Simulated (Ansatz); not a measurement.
For 1T (CdI2-type) PtSe₂, PBE-D3(BJ) (Ansatz, a program for electronic structure, PAW) gives:

| Quantity | Result |
|---|---|
| equilibrium lattice constant a | 3.772 Å |
| lattice parameter c | 4.820 Å |
| bulk modulus | 59.2 GPa |
| enthalpy of formation | -0.381 eV/atom |

Question: What does r²SCAN+rVV10 in Ansatz (PAW) give for the same quantities?

Answer: 
- lattice constant a: 3.727 Å (decreases by 1.2 %)
- lattice parameter c: 5.293 Å (goes up by 9.8 %)
- bulk modulus: 21.2 GPa (shrinks by 64 %)
- formation enthalpy: -0.443 eV/atom (moves by -0.062 eV/atom)

For comparison: lattice constant a 3.727 Å (measured, temperature not stated, not corrected to a static lattice; as tabulated in Björkman (2014), arXiv:1406.2436); lattice parameter c 5.074 Å (measured, temperature not stated, zero-point anharmonic expansion removed (computed with revB86b-DF2); no thermal correction; as tabulated in Björkman (2014), arXiv:1406.2436).

Changes are worked out from the printed values.

Unless a cell is named, each level is at its own relaxed cell (PBE-D3(BJ) 19.79, r²SCAN+rVV10 21.23 Å³/atom).

Levels without +SOC leave out spin–orbit coupling, which shifts energies and cells of such heavy elements.

Ansatz's density-functional and Hartree–Fock values are scalar-relativistic unless marked +SOC, with PAW data made under PBE.
